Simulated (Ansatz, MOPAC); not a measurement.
Gas-phase reaction in SMILES: s1cccc1 + 4 C (CH4) + S (H2S) -> 2 C=C (C2H4) [ethene] + CC (C2H6) [ethane] + 2 CS (CH4S) [methanethiol]

Wanted: bond separation energy (enthalpy at 298 K), in kcal/mol. Conventions: six Cartesian d functions in 6-31G* and its kin unless marked 5d; dispersion terms only where a functional's name holds one; spin-orbit terms left out; non-relativistic. Ab initio and DFT rows: single points at B3LYP-D3(BJ) geometries (Ansatz, a quantum-chemistry and plane-wave program), with unscaled harmonic terms from B3LYP/6-31G* (Ansatz) at its own minima. Semi-empirical rows: MOPAC heats of formation at their own minima for 298 K.

| species | coefficient | E at B3LYP/6-31G* (Ansatz), Eh | E at wB97M-V/def2-TZVPD (Ansatz), Eh | H(298 K) - E, kcal/mol | heat of formation at MNDO (MOPAC), kcal/mol |
|---|---|---|---|---|---|
| c1ccsc1 | -1 | -553.00224 | -552.99337 | 45.12 | 26.42 |
| C (CH4) | -4 | -40.51834 | -40.49098 | 30.76 | -11.96 |
| C=C (C2H4) | +2 | -78.58736 | -78.56640 | 34.64 | 15.38 |
| CC (C2H6) | +1 | -79.83034 | -79.79204 | 49.98 | -19.75 |
| CS (CH4S) | +2 | -438.69821 | -438.67275 | 31.95 | -7.31 |
| S (H2S) | -1 | -399.38539 | -399.37357 | 11.88 | 3.82 |

Measured values: Active Thermochemical Tables 1.112 (ions: stationary electron), as tabulated in the package chemicals; G2/97 table in ASE (Curtiss et al.); they hold spin-orbit and core effects, anharmonicity.  Value to compare with, the measured value: 42.8 kcal/mol. 1 Eh = 627.5095 kcal/mol.

Problem. Work the quantity out at each level, and compare with the measured value.

Solution. 
- B3LYP/6-31G*: the sum of coefficient times E is 0.05951 Eh, or 37.34 kcal/mol; the thermal terms add 3.12. Result: 40.5 kcal/mol. Its error against the measured value is -2.3 kcal/mol.
- wB97M-V/def2-TZVPD: the sum of coefficient times E is 0.06052 Eh, or 37.98 kcal/mol; the thermal terms add 3.12. Result: 41.1 kcal/mol. Its error against the measured value is -1.7 kcal/mol.
- MNDO: the sum of coefficient times heat of formation is 13.99 kcal/mol; it needs no thermal term. Its error against the measured value is -28.8 kcal/mol.
